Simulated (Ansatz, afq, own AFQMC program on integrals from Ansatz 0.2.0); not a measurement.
# C2H2⁺, doublet: AFQMC among the cluster methods

```xyz
4

C     0.0000    0.0000    0.5985
C     0.0000    0.0000   -0.5985
H     0.0000    0.0000    1.6632
H     0.0000    0.0000   -1.6632
```

Connectivity, by distances: CH–CH.

Basis cc-pVDZ. Noble-gas cores (and the filled d shells of Ga–Kr and In–Xe) are frozen. AFQMC by an in-house program on the Cholesky factors that Ansatz 0.2.0 writes for its CCSD(T) run. The CISD trial takes its coefficients from CCSD amplitudes. Released means that phaseless walkers are propagated on without the constraint, phases kept. Free projection: walkers drawn from exp(T), propagated without any constraint. Its projection time is finite, and what remains of the start isn't in its error. Uncertainties: one standard error, sampling alone.

Determinant: UHF, the one that the program's search chose, which needn't be the lowest solution. The geometry is a PBE0/def2-TZVP stationary point of this or a neighbouring charge and spin state.

No full CI on the walks' own integrals is used here; CCSDT(Q) serves as the reference and is uncertain by about the last step of the cluster series.

Cautions: the ph-AFQMC/CISD walk drifts between its halves (2.2 errors).

```
T1 diagnostic                               : 0.0098
weight of the determinant in the CISD state : 0.906
⟨S²⟩ of the determinant                     : 0.754
size of the correlated space                : 9 electrons in 36 orbitals
```

| level | correlation energy (eV) |
| --- | --- |
| MP2 | -5.3455 |
| CCSD | -6.0774 |
| CCSD(T) | -6.2659 |

Estimate where phaseless AFQMC with the Hartree–Fock trial lies against CCSD(T) on the same integrals.

1.85 ± 1.19 kcal/mol above CCSD(T). The gap is under twice the noise, so this walk alone can't tell the two apart.

Reference: CCSDT(Q), correlation energy -6.302 eV. The released energy is read at 2.40 1/Eh (meV from the phaseless value at times in 1/Eh: -10 ± 15 at 0.24, -7 ± 10 at 0.51, -8 ± 8 at 0.99, 3 ± 11 at 1.62, -12 ± 14 at 2.40).

```csv
level,E − E(reference) (kcal/mol),share of correlation (%)
CCSD(T),0.84,99.42
CCSDT,0.33,99.77
ph-AFQMC/HF,2.70 ± 1.19,98.15
ph-AFQMC/CISD,0.24 ± 0.33,99.84
released AFQMC,-0.03 ± 0.32,100.02
free AFQMC,-0.67 ± 0.60,100.46
```

Free projections are given only where their last times agree within the noise and don't stop above the reference; a slow remainder of the start can still hide under it. A walk keeps the symmetry of its determinant, which the program's search chose and which needn't be the lowest solution, so a lower state of the same spin and another symmetry isn't excluded. Released energies are given only where the last usable release times agree within the noise; a slower fall can still hide under it.
